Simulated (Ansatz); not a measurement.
Geometry optimisation, RKS B3LYP-D4/6-31G in Ansatz 0.2.0.

The input (input.yaml):

```yaml
crystal:
  periodic: [false, false, false]
  atoms:
    - { symbol: C, position_ang: [-0.2768, -1.572, 1.7751] }
    - { symbol: C, position_ang: [0.6124, -0.6416, 1.4186] }
    - { symbol: C, position_ang: [0.5336, 0.2176, 0.2047] }
    - { symbol: "N", position_ang: [1.574, 1.0647, -0.068] }
    - { symbol: O, position_ang: [-0.5457, 0.002, -0.5336] }
    - { symbol: C, position_ang: [-0.7634, 0.77, -1.7204] }
    - { symbol: H, position_ang: [-0.1897, -2.1184, 2.6687] }
    - { symbol: H, position_ang: [-1.1784, -1.6684, 1.1588] }
    - { symbol: H, position_ang: [1.5015, -0.4853, 2.0797] }
    - { symbol: H, position_ang: [1.3039, 1.5591, -0.9025] }
    - { symbol: H, position_ang: [-1.7254, 0.4319, -2.1281] }
    - { symbol: H, position_ang: [-0.8082, 1.8316, -1.4808] }
    - { symbol: H, position_ang: [-0.0173, 0.5741, -2.4574] }
basis:
  gaussian: { orbitals: "6-31G" }
hamiltonian:
  xc: b3lyp
  dispersion: d4
relax:
  f_tol: 0.015
  max_steps: 40
```

Launched with:

```bash
$ ansatz run input.yaml --threads 1 --pin off --max-ram 2048MiB --backend cpu --events-out ev --progress --plain --runs-dir out
```

**Question.** Where does it end, and by what steps?

**Answer.** The run converged. Limits of this set-up: no polarisation functions. After 8 steps the energy has fallen by 0.442 eV; H10 moved furthest, 0.11 Å.

| step | energy less start (eV) | largest force component (eV/Å) | accepted |
| --- | --- | --- | --- |
| 0 | 0.0000 | 4.834 | yes |
| 1 | -0.2587 | 2.108 | yes |
| 2 | -0.3778 | 1.082 | yes |
| 3 | -0.3649 | 0.760 | no |
| 4 | -0.4253 | 0.372 | yes |
| 5 | -0.4340 | 0.275 | yes |
| 6 | -0.4416 | 0.064 | yes |
| 7 | -0.4419 | 0.017 | yes |
| 8 | -0.4421 | 0.012 | yes |

```xyz
13
Properties=species:S:1:pos:R:3
C -0.300 -1.532 1.770
C 0.635 -0.639 1.422
C 0.572 0.211 0.227
N 1.513 1.045 -0.033
O -0.589 -0.018 -0.519
C -0.788 0.761 -1.730
H -0.196 -2.133 2.668
H -1.189 -1.684 1.169
H 1.529 -0.480 2.016
H 1.405 1.607 -0.882
H -1.742 0.423 -2.132
H -0.838 1.833 -1.506
H 0.009 0.572 -2.457
```

Whether the end is a true minimum wasn't checked by a vibrational analysis.

The run took 43 s on 1 thread of Arm Neoverse V1, with other jobs on the host, peak memory 0.16 GiB.
